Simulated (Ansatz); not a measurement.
Q: Name a neutral molecule of C, Cl, F and H with LUMO energy (ωB97M-V/def2-TZVPP) between 1.85 and 2.15 eV and HOMO–LUMO gap (PBE/def2-TZVPP) between 5.70 and 6.00 eV (Ansatz, PBE0-D4/def2-TZVP geometry).

A: `C#CC(F)CCl` (1.96 eV, 5.81 eV). Other molecules can fit too; these were computed, each in one conformer that needn't be the lowest.
